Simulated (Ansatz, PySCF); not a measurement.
System: C₂H₂, charge 0, singlet. C2H2 (acetylene, SMILES C#C).
B3LYP-D3(BJ)/def2-TZVP minimum from Ansatz (an electronic-structure program):
```xyz
4

C      0.0000     0.0000    -0.5984
C      0.0000     0.0000     0.5984
H      0.0000     0.0000     1.6611
H      0.0000     0.0000    -1.6611
```

Wanted: enthalpy of formation at 298 K (by atomisation, with ideal-gas terms from PySCF's Hessian at B3LYP-D3(BJ)/def2-TZVP and the atoms' measured values of the G2/97 table; no spin-orbit terms), in kJ/mol. Open shells are spin-unrestricted; no spin-orbit coupling. CBS(X,Y): correlation extrapolated as X^-3, Hartree-Fock from the larger set (Q,5: extrapolated as (X+1)exp(-9√X)). A bracket is a step between two methods taken in the basis named. Functionals run without relativity, which enters their misses. Double hybrids freeze cores in their MP2 part. '+ core + X2C': CCSD(T) terms for core correlation (cc-pwCVTZ) and scalar relativity (cc-pVTZ-DK). For partners of very few electrons the exact lower level stands in for a higher one.

Measured: 54.6 kcal/mol, 228.3 kJ/mol (Active Thermochemical Tables 1.112 (ions: stationary electron), as tabulated in the package chemicals); atomic spin-orbit terms, which the calculations lack, would raise the computed values.

How far off this value is PBE/def2-TZVPD (Ansatz), in which direction, and which of these levels come nearer: B3LYP/def2-TZVPD, PBE0/def2-TZVPD, wB97M-V/def2-TZVPD, B2PLYP/def2-TZVPD, CCSD(T)/CBS(cc-pVQZ,cc-pV5Z) + core + X2C?

PBE gives 191.3 kJ/mol, 37.0 kJ/mol below it. Errors of the others: B3LYP/def2-TZVPD (Ansatz) 11.7; PBE0/def2-TZVPD (Ansatz) 6.4; wB97M-V/def2-TZVPD (Ansatz) 6.6; B2PLYP/def2-TZVPD (Ansatz) 16.2; CCSD(T)/CBS(cc-pVQZ,cc-pV5Z) + core + X2C (Ansatz) 1.6; CCSD(T)/CBS(cc-pVQZ,cc-pV5Z) + [CCSDT(Q) - CCSD(T)]/cc-pVTZ + [CCSDTQ - CCSDT(Q)]/cc-pVDZ + core + X2C (Ansatz) 1.3 kJ/mol. Nearer than PBE: B3LYP/def2-TZVPD, PBE0/def2-TZVPD, wB97M-V/def2-TZVPD, B2PLYP/def2-TZVPD, CCSD(T)/CBS(cc-pVQZ,cc-pV5Z) + core + X2C, CCSD(T)/CBS(cc-pVQZ,cc-pV5Z) + [CCSDT(Q) - CCSD(T)]/cc-pVTZ + [CCSDTQ - CCSDT(Q)]/cc-pVDZ + core + X2C.
